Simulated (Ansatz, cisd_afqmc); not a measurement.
Species: CHO, charge -1, singlet. CHO- (SMILES [CH-]=O).
B3LYP-D3(BJ)/def2-TZVP minimum from Ansatz (a program for electronic structure):
```
C
O 1 1.2303
H 1 1.2618 2 109.42
```
Charge -1, spin multiplicity 1.

Total energies in aug-cc-pVDZ, 12 correlated electrons, 2 frozen orbitals. Radicals and triplets start from unrestricted determinants; spin-orbit coupling is neglected. Cores are frozen in correlated methods. No relativity. AFQMC is phaseless with a CISD trial state; ± is one standard error, without the phaseless bias. Outlying blocks are dropped, and bars are widened where a walk drifts. Over all cases where full CI ran beside it in this data, AFQMC minus full CI had a median of +0.1 mEh and passed +0.4 mEh in a tenth of the cases.

| method | program | energy (Eh) | minus CCSDT(Q) (mEh) |
|---|---|---|---|
| HF | Ansatz | -113.23662 | 370.63 |
| MP2 | Ansatz | -113.57836 | 28.88 |
| CCSD | Ansatz | -113.59060 | 16.64 |
| CCSD(T) | Ansatz | -113.60526 | 1.99 |
| CCSDT(Q) | Ansatz | -113.60724 | 0.00 |
| AFQMC/CISD | cisd_afqmc | -113.6070 ± 0.0004 | 0.3 ± 0.4 |

Rough core times of Ansatz's runs on a shared machine: CCSD(T) under 20 s, CCSDT(Q) 40 s.
